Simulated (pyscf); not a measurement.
H₂N–TiH(Cl)–Cl (SMILES [NH2][TiH]([Cl])[Cl]) -> HN=Ti(Cl)–Cl (SMILES [NH]=[Ti]([Cl])[Cl]) + H₂ (SMILES [H][H]), an elimination (singlet surface; H–Ti, H–N broken, H–H formed). Single points on ωB97X-D3(BJ)/def2-SVP structures (PySCF, gas phase). Energies in kcal/mol from the reactant's lowest minimum found.

Small-basis levels: PySCF, no dispersion term, spherical d functions. Cost: rough CPU time at the saddle relative to B3LYP/6-31G*+LANL2DZ, from one job on a shared machine.

| level | barrier | reaction energy | cost |
|---|---|---|---|
| HF/STO-3G | 71.3 | +67.8 | 0.08 |
| BP86/6-31G*+LANL2DZ | 27.1 | +27.4 | 2 |
| B3LYP/LANL2DZ | 33.4 | +28.4 | 0.7 |
| B3LYP/6-31G*+LANL2DZ | 32.9 | +28.3 | 1 |
| M06-2X/6-31G*+LANL2DZ | 35.3 | +30.4 | 2 |
| B3LYP/6-311+G**+LANL2DZ | 28.3 | +29.6 | 2 |
| B3LYP/def2-SVP | 27.4 | +31.4 | 0.9 |
| ωB97M-D3(BJ)/def2-TZVP | 29.7 | +31.8 | – |

Against the last row the barrier runs from -2.6 (BP86/6-31G*+LANL2DZ) to +41.6 kcal/mol (HF/STO-3G). ωB97M-D3(BJ)/def2-TZVP has limits of its own. On the product side the descent ends in an adduct with a H–Ti contact, 10.4 kcal/mol under the separated species and 8.0 kcal/mol under the saddle at ωB97X-D3(BJ)/def2-TZVP. At ωB97M-D3(BJ) the saddle lies under the separated products, which points to a path from their complex (located at ωB97X-D3(BJ) alone), and parting the products costs more than the saddle. One saddle was located; it need not be the lowest between these sides.
